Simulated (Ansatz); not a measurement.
Two isomers of C2H8N2: A = `NCCN`, B = `CC(N)N`.

Gas-phase electronic energies from Ansatz, PBE0-D4/def2-TZVP geometries. CCSD(T)/CBS is the MP2 limit (def2-TZVPP, def2-QZVPP) plus CCSD(T) − MP2 in def2-TZVPP, frozen cores. Functionals use def2-TZVPP. B3LYP here is the variant with VWN-RPA as its local correlation; programs differ in this. Each species was taken in one conformer, which may not be the lowest.

Question: Which is lower in electronic energy at CCSD(T)/CBS, and by how much? (Best estimate.)

Answer: Ansatz gave: B, by 26.5 kJ/mol.

Question: Give E(B) − E(A) in kJ/mol with r2SCAN-D4, B2PLYP, PBE0-D4, PBE-D4, B3LYP, ωB97M-V, MP2/def2-TZVPP. (Estimate.)

Answer: Computed: r2SCAN-D4 -27.5, B2PLYP -25.4, PBE0-D4 -25.0, PBE-D4 -24.5, B3LYP -23.7, ωB97M-V -26.0, MP2/def2-TZVPP -28.1. None reverses the order clearly.

Question: Does the order hold for the free energy at 298.15 K (harmonic terms from PBE0-D4)? (An estimate is asked.)

Answer: The calculation gave: Yes: G(B) − G(A) = -27.0 kJ/mol, for one conformer each.

Largest T1 diagnostic: 0.009.

Leaving LDA and LC-ωPBE aside and taking each functional with its dispersion term where it has one, the values, not all of them listed here, spread over 4.8 kJ/mol, from B97M-V to BLYP-D4. LDA lies −3.6 kJ/mol from PBE without D4.
